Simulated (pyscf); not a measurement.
`[CH3][F]` + `[CH3][GaH2]` → `[CH3][GaH][CH3]` + `[FH]` (multi-bond step; singlet surface; C–H, C–F, Ga–H broken, C–Ga, C–H, F–H formed). Optimised with ωB97X-D3(BJ)/def2-SVP in PySCF. Energies in kcal/mol from the separated reactants.

```
level                   barrier  reaction energy
----------------------  -------  ---------------
ωB97X-D3(BJ)/def2-TZVP     55.0            -18.6
PBE/def2-TZVP              42.7            -17.7
B3LYP-D3(BJ)/def2-TZVP      ___              ___
PBE0-D3(BJ)/def2-TZVP      50.0            -18.9
ωB97M-D3(BJ)/def2-TZVP     55.5            -18.2
HF/def2-TZVP                ___            -12.7
```

**Question.** Complete the blanks.

**Answer.** 
- B3LYP-D3(BJ)/def2-TZVP, barrier: 50.8
- B3LYP-D3(BJ)/def2-TZVP, reaction energy: -17.0
- HF/def2-TZVP, barrier: 79.6

The functionals in the table span 12.8 kcal/mol in this barrier, from PBE to ωB97M-D3(BJ)/def2-TZVP. On the product side the descent ends in a complex, 6.4 kcal/mol under the separated species and 80.0 kcal/mol under the saddle at ωB97X-D3(BJ)/def2-TZVP. One saddle was located; it need not be the lowest between these sides. Elements up to Kr have no core potential and no relativistic terms here.
